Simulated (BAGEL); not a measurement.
# HF/6-31G(d) (density fitting with qzvpp-jkfit, spherical functions) run of CH7BSi (SMILES CB[SiH3])

Aim: the vertical singlet–triplet gap of CH7BSi at HF/6-31G* (density fitting with qzvpp-jkfit, spherical functions), from 2 runs. 

The calculation is run with BAGEL 1.2.2.

## 1. The system as given

The species is CH7BSi (10 atoms), meant as a singlet with charge 0. SMILES: `CB[SiH3]`. Geometry: relaxed at PBE0-D4/def2-TZVP.

Bond lengths: C1–B2 1.550 Å, B2–Si3 2.018 Å, C1–H4 1.106 Å, C1–H5 1.092 Å, C1–H6 1.091 Å, B2–H7 1.201 Å, Si3–H8 1.491 Å, Si3–H9 1.491 Å, Si3–H10 1.494 Å. Some angles: C1–B2–Si3 124.4°, C1–B2–H7 118.6°, Si3–B2–H7 117.0°, B2–C1–H4 102.7°, B2–C1–H5 114.9°, B2–C1–H6 116.1°, B2–Si3–H8 111.7°, B2–Si3–H9 114.0°, B2–Si3–H10 107.9°, H4–C1–H5 105.3°.

## 2. The energy at HF/6-31G(d) (density fitting with qzvpp-jkfit, spherical functions)

calc.json reads:

```json
{ "bagel": [

{
  "title": "molecule",
  "basis": "6-31gs.json",
  "df_basis": "qzvpp-jkfit",
  "angstrom": true,
  "geometry": [
    { "atom": "C", "xyz": [   -1.087900,    0.975000,   -0.576900 ] },
    { "atom": "B", "xyz": [    0.112000,    0.000300,   -0.689900 ] },
    { "atom": "Si", "xyz": [    1.014100,   -0.883100,    0.884800 ] },
    { "atom": "H", "xyz": [   -1.958400,    0.307500,   -0.716200 ] },
    { "atom": "H", "xyz": [   -1.157900,    1.712200,   -1.380000 ] },
    { "atom": "H", "xyz": [   -1.228600,    1.454100,    0.393400 ] },
    { "atom": "H", "xyz": [    0.516800,   -0.288200,   -1.783700 ] },
    { "atom": "H", "xyz": [    1.154200,   -2.354100,    0.685500 ] },
    { "atom": "H", "xyz": [    0.324900,   -0.654200,    2.186700 ] },
    { "atom": "H", "xyz": [    2.393700,   -0.320800,    0.999300 ] }
  ]
},
{
  "title": "hf"
},
{
  "title": "print",
  "file": "orbitals.molden",
  "orbitals": true
}

]}
```

The basis set 6-31G* is read from a file made from the Basis Set Exchange's data (not shown).

On the command line:

```console
$ BAGEL_NUM_THREADS=1 BAGEL calc.json > calc.out
```

Standard output:

```text
* using 1 threads per process

  ===============================================================
  ===============================================================

  *** Geometry ***

  { "atom" : "C", "xyz" : [     -2.055833,      1.842483,     -1.090183 ] },
  { "atom" : "B", "xyz" : [      0.211649,      0.000567,     -1.303722 ] },
  { "atom" : "Si", "xyz" : [      1.916371,     -1.668817,      1.672030 ] },
  { "atom" : "H", "xyz" : [     -3.700840,      0.581091,     -1.353422 ] },
  { "atom" : "H", "xyz" : [     -2.188114,      3.235589,     -2.607822 ] },
  { "atom" : "H", "xyz" : [     -2.321718,      2.747851,      0.743418 ] },
  { "atom" : "H", "xyz" : [      0.976610,     -0.544619,     -3.370704 ] },
  { "atom" : "H", "xyz" : [      2.181122,     -4.448604,      1.295407 ] },
  { "atom" : "H", "xyz" : [      0.613972,     -1.236259,      4.132264 ] },
  { "atom" : "H", "xyz" : [      4.523437,     -0.606224,      1.888403 ] },

  Number of auxiliary basis functions:      404

  Since a DF basis is specified, we compute 2- and 3-index integrals:
    o Being stored without compression. Storage requirement is 0.012 GB

  Number of basis functions:       60
  Number of electrons      :       32

    * METHOD: MOLECULE                             0.14

  *** RHF ***

  === Nuclear Repulsion ===
    91.0613288949

      * DIIS with orbital gradients will be used.

  === RHF iteration (6-31gs.json) ===
      0       -355.42482821          0.01576097           0.02
      1       -355.49995067          0.00538076           0.02
      2       -355.50921657          0.00171137           0.02
      3       -355.51036578          0.00019621           0.02
      4       -355.51038614          0.00005092           0.02
      5       -355.51038792          0.00001185           0.02
      6       -355.51038801          0.00000352           0.02
      7       -355.51038802          0.00000119           0.02
      8       -355.51038802          0.00000042           0.02
      9       -355.51038802          0.00000011           0.02
     10       -355.51038802          0.00000003           0.02
     11       -355.51038802          0.00000001           0.02
    * SCF iteration converged.

    * Permanent dipole moment:
           (    0.339679,    -0.212586,     0.213155) a.u.

    * METHOD: HF                                   0.38

    * METHOD: PRINT                                0.01

  ===============================================================
```

Wall time 0.7 s (1 thread of Arm Neoverse V1, shared host).

## 3. The triplet at the same level

hf.json reads:

```json
{ "bagel" : [

{
  "title" : "molecule",
  "basis" : "6-31gs.json",
  "df_basis" : "qzvpp-jkfit",
  "angstrom" : true,
  "geometry" : [
    { "atom" : "C", "xyz" : [   -1.087900,    0.975000,   -0.576900 ] },
    { "atom" : "B", "xyz" : [    0.112000,    0.000300,   -0.689900 ] },
    { "atom" : "Si", "xyz" : [    1.014100,   -0.883100,    0.884800 ] },
    { "atom" : "H", "xyz" : [   -1.958400,    0.307500,   -0.716200 ] },
    { "atom" : "H", "xyz" : [   -1.157900,    1.712200,   -1.380000 ] },
    { "atom" : "H", "xyz" : [   -1.228600,    1.454100,    0.393400 ] },
    { "atom" : "H", "xyz" : [    0.516800,   -0.288200,   -1.783700 ] },
    { "atom" : "H", "xyz" : [    1.154200,   -2.354100,    0.685500 ] },
    { "atom" : "H", "xyz" : [    0.324900,   -0.654200,    2.186700 ] },
    { "atom" : "H", "xyz" : [    2.393700,   -0.320800,    0.999300 ] }
  ]
},
{
  "title" : "uhf",
  "nopen" : 2
},
{
  "title" : "print",
  "file" : "orbitals.molden",
  "orbitals" : true
}

]}
```

The basis set 6-31G* is read from a file made from the Basis Set Exchange's data (not shown).

On the command line:

```console
$ BAGEL_NUM_THREADS=1 BAGEL hf.json > hf.out
```

Standard output:

```text
* using 1 threads per process

  ===============================================================
  ===============================================================

  *** Geometry ***

  { "atom" : "C", "xyz" : [     -2.055833,      1.842483,     -1.090183 ] },
  { "atom" : "B", "xyz" : [      0.211649,      0.000567,     -1.303722 ] },
  { "atom" : "Si", "xyz" : [      1.916371,     -1.668817,      1.672030 ] },
  { "atom" : "H", "xyz" : [     -3.700840,      0.581091,     -1.353422 ] },
  { "atom" : "H", "xyz" : [     -2.188114,      3.235589,     -2.607822 ] },
  { "atom" : "H", "xyz" : [     -2.321718,      2.747851,      0.743418 ] },
  { "atom" : "H", "xyz" : [      0.976610,     -0.544619,     -3.370704 ] },
  { "atom" : "H", "xyz" : [      2.181122,     -4.448604,      1.295407 ] },
  { "atom" : "H", "xyz" : [      0.613972,     -1.236259,      4.132264 ] },
  { "atom" : "H", "xyz" : [      4.523437,     -0.606224,      1.888403 ] },

  Number of auxiliary basis functions:      404

  Since a DF basis is specified, we compute 2- and 3-index integrals:
    o Being stored without compression. Storage requirement is 0.012 GB

  Number of basis functions:       60
  Number of electrons      :       32

    * METHOD: MOLECULE                             0.14

  *** Open-shell HF ***

  === Nuclear Repulsion ===
    91.0613288949

      * DIIS with orbital gradients will be used.

  === UHF iteration (6-31gs.json) ===
      0       -355.25739749          0.03357829           0.05
      1       -355.35292059          0.01247231           0.05
      2       -355.36732811          0.00561743           0.05
      3       -355.37036263          0.00204865           0.05
      4       -355.37150724          0.00078236           0.05
      5       -355.37176704          0.00039508           0.05
      6       -355.37186772          0.00017529           0.05
      7       -355.37189026          0.00010750           0.05
      8       -355.37190300          0.00004520           0.05
      9       -355.37190493          0.00002024           0.05
     10       -355.37190530          0.00000711           0.05
     11       -355.37190534          0.00000204           0.05
     12       -355.37190535          0.00000065           0.05
     13       -355.37190535          0.00000032           0.05
     14       -355.37190535          0.00000017           0.05
     15       -355.37190535          0.00000007           0.05
     16       -355.37190535          0.00000005           0.05
     17       -355.37190535          0.00000003           0.05
     18       -355.37190535          0.00000002           0.05
     19       -355.37190535          0.00000001           0.05
    * SCF iteration converged.

    * S^2 (UHF) is 2.0104

    * Permanent dipole moment:
           (   -0.144296,     0.244426,    -0.585923) a.u.

    * METHOD: UHF                                  1.06

    * METHOD: PRINT                                0.01

  ===============================================================
```

Wall time 1.4 s (1 thread of Arm Neoverse V1, shared host).

## 4. What came out

At HF/6-31G* (density fitting with qzvpp-jkfit, spherical functions):

| quantity | value |
| --- | --- |
| singlet: total energy | -355.51039 Eh |
| singlet: dipole moment | 1.15 D |
| singlet: HOMO energy | -10.80 eV |
| singlet: LUMO energy | 2.18 eV |
| singlet: HOMO–LUMO gap | 12.99 eV |
| triplet: total energy | -355.37191 Eh |
| triplet: dipole moment | 1.65 D |
| triplet: ⟨S²⟩ | 2.010 |
| vertical energy of the triplet above the singlet | 3.768 eV |

**Reading.** At this shape the triplet lies 3.77 eV (364 kJ/mol) above the singlet.
